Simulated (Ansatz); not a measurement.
Basis-set extrapolation for C2H2O (PBE0-D4/def2-TZVP geometry, frozen core, Ansatz 0.2.0). Multiplicity 1, RHF reference.

```
                      def2-TZVPP   def2-QZVPP
                 HF  -151.652616  -151.659683
    MP2 correlation    -0.540348    -0.578807
CCSD(T) correlation    -0.585744    -0.620364
```

Energies in hartree. Use E(X) = E(∞) + A·exp(−7.88·√X) for Hartree–Fock and E(X) = E(∞) + B·X^(−2.97) for correlation, with X = 3 and 4.

Q: What is the CCSD(T) energy at the basis-set limit?

A: HF limit: -151.659683 + (-0.007067) × 0.13774 = -151.66066. Correlation limit: -0.620364 + (-0.034620) × 0.74074 = -0.64601. Total: -152.30667 hartree, 179.3 kJ/mol below CCSD(T)/def2-TZVPP.
